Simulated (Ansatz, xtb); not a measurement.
**CH2FS−: 3 structures ranked**

3 gas-phase structures of CH2FS−, found in a search over its isomers (lower ones may exist). Each was relaxed with GFN2-xTB; where two conformers were screened, the lower at r2SCAN-D4/def2-SVPD is listed:

A. a singlet given by its coordinates
B. `F[CH-]S`, a singlet
C. `FC[S-]`, a singlet

A (Å):

```yaml
atoms:
  - { symbol: C, position_ang: [0.3121, -0.9652, 0.2382] }
  - { symbol: F, position_ang: [2.4298, -2.8907, 1.3255] }
  - { symbol: S, position_ang: [0.6588, -2.5454, 0.3443] }
  - { symbol: H, position_ang: [0.7038, -0.3508, -0.5643] }
  - { symbol: H, position_ang: [-0.2035, -0.4426, 1.0354] }
```

Close contacts (Å): C1–S3 1.62, F2–S3 2.05, C1–H4 1.08, C1–H5 1.08.

Problem. Estimate their order in r2SCAN-D4/def2-SVPD energy at these geometries, lowest first.

Solution. Calculated order at r2SCAN-D4/def2-SVPD: C (0.0), A (22.2), B (46.3) kcal/mol.

Energies above the lowest of each column, in kcal/mol; the last columns are at B3LYP-D3(BJ)/def2-SVPD geometries:

```csv
structure,GFN2-xTB,HF/STO-3G,r2SCAN-D4/def2-SVPD,B3LYP-D3(BJ)/def2-SVPD,CCSD(T)/def2-TZVPPD
C,0.0,0.0,0.0,0.0,0.0
A,23.1,81.5,22.2,21.9,22.7
B,42.0,34.9,46.3,46.4,45.3
```

Every level run on C puts it lowest or level with the lowest. Flexible structures stand in one conformer each, not always the lowest.

Programs: Ansatz 0.2.0, xtb 6.7.1.
